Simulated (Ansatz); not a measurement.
Results of r²SCAN in Ansatz (plane waves, PAW) for B4C (R-3m, No. 166; cell taken from a computed entry).

Numerical settings: plane-wave cutoff 600 eV, 8×8×8 k mesh, scalar-relativistic PAW data made under PBE.

Computed at the level's own relaxed cell.

Problem. Predict the Voigt–Reuss–Hill bulk modulus, polycrystal shear modulus (Hill average), Young modulus and Poisson ratio.

Solution. 
- Voigt–Reuss–Hill bulk modulus: 234 GPa
- polycrystal shear modulus (Hill average): 189 GPa
- Young modulus: 446 GPa
- Poisson ratio: 0.182

Note: the relaxation could not lower the start's symmetry, so the cell can be a saddle point above a distorted one.

Elastic constants are with the ions relaxed.

The computed numbers hold no vibrational or temperature effects.

It cost about 30 core-minutes (a rough figure) of CPU time.

Ansatz is a first-principles code.
